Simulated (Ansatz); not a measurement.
## BH₂⁻, triplet along the scale of all distances

Starting geometry (PBE0/def2-TZVPD stationary point for this spin, not checked as a minimum):

```yaml
atoms:
  - { symbol: B, position_ang: [0.0000, -0.0819, 0.0000] }
  - { symbol: H, position_ang: [0.0000, 0.4392, -1.0911] }
  - { symbol: H, position_ang: [0.0000, 0.4392, 1.0911] }
```

From there all distances are scaled together; atoms are numbered as listed. Energies are in kcal/mol, counted from the starting geometry at the same level. Kohn–Sham curves are unrestricted where that lies lower.

Basis 6-31++G** (Cartesian d functions); Ansatz 0.2.0. Correlated methods freeze the noble-gas cores.

Unrestricted Kohn–Sham rows aren't spin-pure: their determinants' ⟨S²⟩ exceeds S(S+1) by up to 0.19, so they mix in states of higher spin. The highest occupied Kohn–Sham level of the anion is positive, up to +2.25 eV, so in those functionals the extra electron is held by the basis alone, which enters their differences from the reference.

In so small a basis the reference is far from its limit while semilocal and hybrid functionals are nearer theirs (RPA and double hybrids share part of the reference's basis error), so the functionals' errors here hold much of the reference's basis and frozen-core error, which can add to them or hide them.

Full CI is exact within this basis and frozen core; it isn't the basis-set limit.

```json
{"scale of all distances": "0.873", "full CI": "14.8", "PBE": "16.7", "BLYP": "15.6", "r2SCAN": "15.8", "PBE0": "15.9", "B3LYP": "14.9", "wB97M-V": "14.8", "B2PLYP": "14.5", "RPA-PBE": "14.5"}
{"scale of all distances": "1.000", "full CI": "0.0", "PBE": "0.0", "BLYP": "0.0", "r2SCAN": "0.0", "PBE0": "0.0", "B3LYP": "0.0", "wB97M-V": "0.0", "B2PLYP": "0.0", "RPA-PBE": "0.0"}
{"scale of all distances": "1.109", "full CI": "7.8", "PBE": "6.1", "BLYP": "6.5", "r2SCAN": "6.8", "PBE0": "7.0", "B3LYP": "7.3", "wB97M-V": "7.6", "B2PLYP": "7.9", "RPA-PBE": "8.0"}
{"scale of all distances": "1.323", "full CI": "42.2", "PBE": "37.7", "BLYP": "37.7", "r2SCAN": "39.8", "PBE0": "40.8", "B3LYP": "40.6", "wB97M-V": "42.0", "B2PLYP": "42.5", "RPA-PBE": "42.5"}
{"scale of all distances": "1.479", "full CI": "68.4", "PBE": "62.9", "BLYP": "61.6", "r2SCAN": "65.9", "PBE0": "67.7", "B3LYP": "66.1", "wB97M-V": "69.2", "B2PLYP": "69.3", "RPA-PBE": "68.6"}
{"scale of all distances": "1.721", "full CI": "99.7", "PBE": "94.3", "BLYP": "90.1", "r2SCAN": "98.0", "PBE0": "100.8", "B3LYP": "96.4", "wB97M-V": "102.6", "B2PLYP": "101.5", "RPA-PBE": "98.6"}
{"scale of all distances": "1.961", "full CI": "118.4", "PBE": "114.2", "BLYP": "107.4", "r2SCAN": "118.1", "PBE0": "121.3", "B3LYP": "114.5", "wB97M-V": "122.6", "B2PLYP": "120.4", "RPA-PBE": "114.1"}
{"scale of all distances": "2.354", "full CI": "133.8", "PBE": "130.5", "BLYP": "121.1", "r2SCAN": "134.8", "PBE0": "137.9", "B3LYP": "128.8", "wB97M-V": "138.9", "B2PLYP": "135.4", "RPA-PBE": "121.9"}
```

PBE0 at 2.354 lies 4.1 kcal/mol (3 %) above the reference in this basis. BLYP at 2.354 lies 12.7 kcal/mol (9 %) below the reference in this basis. wB97M-V at 2.354 lies 5.1 kcal/mol (4 %) above the reference in this basis. B3LYP at 2.354 lies 5.0 kcal/mol (4 %) below the reference in this basis.
